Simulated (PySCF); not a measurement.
# SiH3S (SMILES [SiH2]S) at 6 levels

Wanted: a comparison of 6 runs (UHF/3-21G, U-revPBE/def2-TZVP, U-wB97M-V/def2-TZVP, UM06-2X/def2-TZVP, UPBE0/def2-TZVP, USVWN5/def2-TZVP) of SiH3S. The job is set up through a Python script.

The results are computed with PySCF 2.14.0.

2 further runs of the same task are left out: 2 set aside as unsound or not needed.

### Step 1. The system as given

SiH3S has 5 atoms, charge 0, and is taken as a doublet. As SMILES, `[SiH2]S`. The shape is that of a PBE0-D4/def2-TZVP optimisation. This is one conformer, not always the lowest.

Bond lengths: Si1–S2 2.132 Å, Si1–H3 1.492 Å, Si1–H4 1.488 Å, S2–H5 1.344 Å. Angles: Si1–S2–H5 94.7°, S2–Si1–H3 111.4°, S2–Si1–H4 105.0°, H3–Si1–H4 110.5°.

### Step 2. The energy at UHF/3-21G (run 1)

Contents of geometry.xyz:

```xyz
5
H3SSi
Si    -0.096300    -0.694000    -0.309300
S      0.273100     1.406000    -0.294500
H     -0.094500    -1.256800     1.073000
H     -1.440300    -0.843200    -0.929900
H      1.407800     1.314300     0.419300
```

Contents of input.py:

```python
from pyscf import gto

molecule = gto.Mole()
molecule.atom = 'geometry.xyz'
molecule.charge = 0
molecule.basis = '3-21g'
molecule.spin = 1
molecule.max_memory = 1860
molecule.verbose = 3
molecule.build()

hf = molecule.UHF()
hf.conv_tol = 1e-10
hf.kernel()
if not hf.converged:
    hf = hf.newton().run(hf.mo_coeff, hf.mo_occ)

e_tot = hf.e_tot
print('E = %.10f Eh' % e_tot)
```

Command:

```sh
$ OMP_NUM_THREADS=1 python input.py
```

The log of the run:

```text
converged SCF energy = -684.666137261856  <S^2> = 0.75363709  2S+1 = 2.0036338
E = -684.6661372619 Eh
```

It took 3.3 s on 1 thread of Intel Xeon Platinum 8259CL at 2.50GHz (Skylake/Cascade Lake), shared host; peak memory 0.11 GiB.

### Step 3. A single-point energy at U-revPBE/def2-TZVP (run 2)

Contents of calc.py:

```python
from pyscf import gto, dft

mol = gto.Mole()
mol.atom = '''
Si    -0.096300    -0.694000    -0.309300
S      0.273100     1.406000    -0.294500
H     -0.094500    -1.256800     1.073000
H     -1.440300    -0.843200    -0.929900
H      1.407800     1.314300     0.419300
'''
mol.spin = 1
mol.basis = 'def2-tzvp'
mol.verbose = 3
mol.charge = 0
mol.max_memory = 1860
mol.build()

mf = dft.UKS(mol, xc='revpbe')
mf.conv_tol = 1e-10
mf.grids.level = 5
mf.kernel()
if not mf.converged:
    mf = mf.newton().run(mf.mo_coeff, mf.mo_occ)

e_tot = mf.e_tot
print('E = %.10f Eh' % e_tot)
```

Command:

```sh
$ OMP_NUM_THREADS=1 python calc.py
```

The log of the run:

```text
converged SCF energy = -689.351355201473  <S^2> = 0.75282734  2S+1 = 2.0028253
E = -689.3513552015 Eh
```

It took 23 s on 1 thread of Intel Xeon Platinum 8259CL at 2.50GHz (Skylake/Cascade Lake), shared host; peak memory 0.46 GiB.

Runs 3 to 4 aren't shown in full; the table further down has their settings and results.

### Step 4. The energy at UPBE0/def2-TZVP (run 5)

Contents of job.py:

```python
from pyscf import gto, dft

mol = gto.Mole()
mol.atom = [
    ('Si', (-0.096300, -0.694000, -0.309300)),
    ('S', (0.273100, 1.406000, -0.294500)),
    ('H', (-0.094500, -1.256800, 1.073000)),
    ('H', (-1.440300, -0.843200, -0.929900)),
    ('H', (1.407800, 1.314300, 0.419300)),
]
mol.verbose = 3
mol.spin = 1
mol.charge = 0
mol.basis = 'def2-tzvp'
mol.max_memory = 1860
mol.build()

myscf = dft.UKS(mol)
myscf.xc = 'pbe0'
myscf.conv_tol = 1e-10
myscf.grids.level = 5
myscf.kernel()
if not myscf.converged:
    myscf = myscf.newton().run(myscf.mo_coeff, myscf.mo_occ)

e_tot = myscf.e_tot
print(f'total energy: {e_tot:.8f} hartree')
```

Command:

```sh
$ OMP_NUM_THREADS=1 python job.py
```

The log of the run:

```text
converged SCF energy = -689.218119279137  <S^2> = 0.75335107  2S+1 = 2.0033483
total energy: -689.21811928 hartree
```

Run time: 22 s. Hardware: 1 thread of Intel Xeon Platinum 8259CL at 2.50GHz (Skylake/Cascade Lake), shared host; peak memory 0.46 GiB.

### Step 5. The energy at USVWN5/def2-TZVP (run 6)

Contents of run.py:

```python
from pyscf import gto, dft

system = gto.M(
    atom=[
    ('Si', (-0.096300, -0.694000, -0.309300)),
    ('S', (0.273100, 1.406000, -0.294500)),
    ('H', (-0.094500, -1.256800, 1.073000)),
    ('H', (-1.440300, -0.843200, -0.929900)),
    ('H', (1.407800, 1.314300, 0.419300)),
],
    charge=0,
    spin=1,
    basis='def2-tzvp',
    verbose=4,
    max_memory=1860,
)

calc0 = dft.UKS(system)
calc0.xc = 'svwn'
calc0.grids.level = 5
calc0.conv_tol = 1e-10
calc0.kernel()
if not calc0.converged:
    calc0 = calc0.newton().run(calc0.mo_coeff, calc0.mo_occ)

e_tot = calc0.e_tot
print(f'total energy: {e_tot:.8f} hartree')
```

Command:

```sh
$ OMP_NUM_THREADS=1 python run.py
```

The log of the run:

```text
PySCF version 2.14.0

[... 101 lines left out ...]
converged SCF energy = -686.928731891869  <S^2> = 0.75130398  2S+1 = 2.0013036
total energy: -686.92873189 hartree
```

Wall time 14 s (1 thread of Intel Xeon Platinum 8259CL at 2.50GHz (Skylake/Cascade Lake), shared host); peak memory 0.3 GiB.

### Step 6. The series

```
run                level  integration grid  nlc grid  energy (Eh)  dipole moment (D)  HOMO energy (eV)  LUMO energy (eV)  wall time
  1            UHF/3-21G                 –         –  -684.666137               2.29             -8.92              0.66      3.3 s
  2   U-revPBE/def2-TZVP                 5         –  -689.351355               0.83             -4.91             -3.31       23 s
  3  U-wB97M-V/def2-TZVP                 5         1  -689.424000               0.94             -7.80             -0.94    2.1 min
  4    UM06-2X/def2-TZVP                 5         –  -689.434825               1.04             -6.90             -2.07       50 s
  5      UPBE0/def2-TZVP                 5         –  -689.218119               0.91             -6.04             -2.55       22 s
  6     USVWN5/def2-TZVP                 5         –  -686.928732               0.87             -4.88             -3.82       14 s
```

### Step 7. Summary of results

| quantity | value |
| --- | --- |
| run 6: total energy | -686.92873 Eh |
| run 6: dipole moment | 0.87 D |
| run 6: HOMO energy (highest over α and β) | -4.88 eV |
| run 6: LUMO energy (lowest over α and β) | -3.82 eV |
| run 6: ⟨S²⟩ | 0.751 |

The dipole moment (its size) runs from 0.83 D (U-revPBE/def2-TZVP) to 2.29 D (UHF/3-21G). The two ends differ in method and basis. Totals of different functionals can't be ranked against each other. All runs together took 4 min, the longest 2.1 min.
